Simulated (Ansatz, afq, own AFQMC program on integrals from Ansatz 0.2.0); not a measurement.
Integrals from Ansatz 0.2.0, then the random walk in our own AFQMC program (afq).

```yaml
crystal:
  periodic: [false, false, false]
  atoms:
    - {symbol: B, position_ang: [-1.403783, 0.030718, 0.000000]}
    - {symbol: H, position_ang: [-2.000516, 1.064290, 0.000000]}
    - {symbol: H, position_ang: [-2.000517, -1.002853, 0.000000]}
    - {symbol: H, position_ang: [-0.112783, 0.030718, 0.000000]}
    - {symbol: O, position_ang: [1.121217, 0.030718, 0.000000]}
    - {symbol: H, position_ang: [1.373076, -0.909232, 0.000000]}
basis:
  gaussian: {orbitals: cc-pVTZ}
magnetization: {spin_polarized: true, initial_magnetization: 1}
correlation: {method: ccsd_t, electrons: outside_noble_gas, hamiltonian_folder: ham}
```

```sh
$ ansatz run in.yaml --threads 1 --pin off --events-out ev --progress --plain --max-ram 16896MiB --backend cuda --devices 0, --max-vram 18GiB
```

afq runs on the folder ham with

```
--method phaseless --trial cisd --walkers 600 --populations 10 --least-time 60 --time-step 0.005 --steps-per-block 50 --equilibration-blocks 28 --max-blocks 4000 --target-error 0.00021 --factor-cut 1e-05 --start spin_pure --seed 7934 --release-times 0.24,0.51,0.99,1.62,2.4 --release-step 0.03 --release-every 3 --taylor-order 6
```

Times are imaginary, in 1/Eh. The walk had a cap of 230 s. With eight or more populations the least sampling time is a fifth of least-time, and the error comes from their spread.

Output of the walk:

```
orbitals 114  electrons 7 6  factors 667 of 667
reference energy -101.77620133 Eh
CCSD correlation -0.38025226 Eh in 14 cycles, weight of the determinant in the CISD state 0.8750
energy of the start -102.154693 Eh
 block  time / (1/Eh)  mean weight  energy / Eh
     1     0.250  1.0000  -102.152923
     2     0.500  1.0003  -102.157758
     3     0.750  0.9999  -102.165285
     4     1.000  1.0007  -102.164410
     5     1.250  1.0001  -102.161221
     7     1.750  1.0005  -102.166788
     9     2.250  1.0016  -102.169442
    13     3.250  1.0001  -102.170488
    21     5.250  0.9997  -102.168755
    29     7.250  0.9997  -102.171511
    37     9.250  0.9988  -102.173770
    45    11.250  1.0002  -102.168232
    53    13.250  1.0002  -102.169805
    61    15.250  1.0010  -102.169213
    69    17.250  1.0008  -102.171303
    77    19.250  1.0001  -102.170161
    85    21.250  1.0009  -102.171236
    93    23.250  1.0006  -102.170675
   101    25.250  0.9991  -102.169394
   109    27.250  1.0006  -102.174928
   117    29.250  1.0007  -102.169275
   125    31.250  0.9999  -102.168818
   133    33.250  0.9990  -102.167920
   141    35.250  1.0015  -102.167643
   149    37.250  1.0003  -102.170456
   157    39.250  0.9991  -102.165644
   161    40.250  0.9995  -102.165414
   165    41.250  1.0000  -102.169914
   173    43.250  1.0021  -102.174619
   181    45.250  1.0005  -102.168331
error from the spread of 10 populations
released: time / (1/Eh)  energy / Eh  error  mean overlap
  0.24  -102.169788  0.000294  0.9915
  0.51  -102.169794  0.000209  0.9849
  0.99  -102.169980  0.000252  0.9837
  1.62  -102.169962  0.000385  0.9835
  2.40  -102.170265  0.000411  0.9555
energy -102.169571 +/- 0.000332 Eh
(rows thinned)
```

The run passed its tests (sampling time, drift between the halves within three errors, error under three times the target), which doesn't prove that it has relaxed, ending at its cap on processor time.

Against this walk (error 9.0 meV) on the same determinant: CCSD(T) 37.4 meV higher. The error is statistical and leaves out the bias of the constraint. Released to 2.40 1/Eh the energy moves by -19 ± 14 meV (both errors), within twice the noise.

Cautions: constraint bias not in the error; error above the target (9.0 against 5.7 meV).

The walk took 3.9 min on 1 × NVIDIA H100 80GB HBM3 with 2 threads of AMD EPYC 7R13 Processor (Zen 3), with other jobs on the host (the card was shared). The log's last line is the phaseless energy.

A walk keeps the symmetry of its determinant, which the program's search chose and which needn't be the lowest solution, so a lower state of the same spin and another symmetry isn't excluded.
